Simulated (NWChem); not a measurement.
System: LiH; SMILES [LiH]

NWChem input:

```
start job
memory heap 200 mb stack 900 mb global 1100 mb
geometry units angstroms noautoz
  Li     0.000000     0.000000     0.458603
  H      0.000000     0.000000    -1.145727
end
basis spherical
  Li library 6-31g*
  H library 6-31g*
end
dft
  xc rpbe cpbe96
  iterations 150
  mulliken
end
task dft energy
```

All runs use the structure optimised with PBE-D3(BJ)/def2-SVP.

### Question
What results follow from this input? (RPBE/6-31G* (spherical d).) Quantities: energy (Ha); highest occupied level (eV); orbital gap (eV); dipole (D).

### Answer
* **energy (Ha)**: -8.08
* **highest occupied level (eV)**: -4.43
* **orbital gap (eV)**: 2.70
* **dipole (D)**: 5.47
